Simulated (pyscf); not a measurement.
A first-order saddle from PySCF, ωB97X-D3(BJ)/def2-SVP:

```xyz
7

Ge    -0.5678     0.5526     0.4045
F      0.2023     0.9263    -1.1350
H      1.0122     0.9508     1.0653
H     -1.5398     1.7006     0.6688
O     -1.3019    -0.9965    -0.0440
H     -0.0828     0.0105     1.8715
H     -1.3366    -1.0818    -1.0063
```
Charge 0, spin multiplicity 2.

Surface: doublet, charge 0. Lowest wavenumbers (cm⁻¹): 562i, 219, 288, 310, 549.

### Question
Name the species on either side of this saddle.

### Answer
HO–GeH₂–F + H• <-> HO–GeH₂–F + H•, a substitution at Ge read from left to right: Ge–H broken and Ge–H formed. At ωB97M-D3(BJ)/def2-TZVP it lies +15.1 kcal/mol from the left side and +15.1 kcal/mol from the right (each side as separated species at their lowest minima found). One saddle was located; it need not be the lowest between these sides. The angle at the attacked Ge is 58° (front-side attack). Elements up to Kr have no core potential and no relativistic terms here.
